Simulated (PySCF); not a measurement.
Species: C3H8N (doublet state).
Atom-mapped SMILES: `[CH2:1][CH2:2][CH2:3][NH2:4]` (hydrogens: H5, H6 on C1; H7, H8 on C2; H9, H10 on C3; H11, H12 on N4)

Theory: PySCF, PBE0-D3(BJ)/def2-SVP geometry optimisation, gas phase.

List the bond lengths, angles and torsions at this level.

```tsv
bond	length (bohr)	order
C1–C2	2.803	single
C2–C3	2.884	single
C3–N4	2.738	single
C1–H5, C1–H6	2.064	single
C2–H7	2.105	single
C2–H8	2.088	single
C3–H9, C3–H10	2.093	single
N4–H11, N4–H12	1.923	single
```

Bonds in one row agree within 0.02 bohr and their mean is given. Orders are formal, as drawn. A selection of angles:
```tsv
angle	degrees
C2–C1–H5	119.2
C2–C1–H6	120.9
H5–C1–H6	119.2
C1–C2–C3	113.8
C1–C2–H7	110.1
C1–C2–H8	110.9
C3–C2–H7	108.0
C3–C2–H8	109.2
H7–C2–H8	104.3
C2–C3–N4	111.0
C2–C3–H9	108.6
C2–C3–H10	108.4
N4–C3–H9	108.0
N4–C3–H10	114.4
H9–C3–H10	106.2
C3–N4–H11	111.0
C3–N4–H12	110.5
H11–N4–H12	106.6
```

Dihedral angles: C1–C2–C3–N4 58° (synclinal). The mirror-image conformer, all signs reversed, is as good.

C1 (carbon bonded to C and 2 H) is almost planar (angles 120.9°, 119.2° and 119.2°, sum 359.2°, 0.06 Å off the plane of its three neighbours). Of the pairs four or more bonds apart, N4···H5 is among the closest relative to their van der Waals radii: 2.65 Å, 96 % of the sum of Bondi's values. N4 (nitrogen bonded to C and 2 H) is pyramidal (angles 111.0°, 110.5° and 106.6°, sum 328.0°, 0.38 Å off the plane of its three neighbours). The 2 C–C bonds span 1.483 Å (C1–C2, drawn single) to 1.526 Å (C2–C3, drawn single), a spread of 0.043 Å.

Point group: C1 (no symmetry element, even within 0.4 Å). No frequency check. ⟨S²⟩ = 0.755 (exact for a doublet: 0.75). Torsions: H–C1–C2–C3 -28° and 162°, C1–C2–C3–N4 58°, C2–C3–N4–H -174° and 68°.
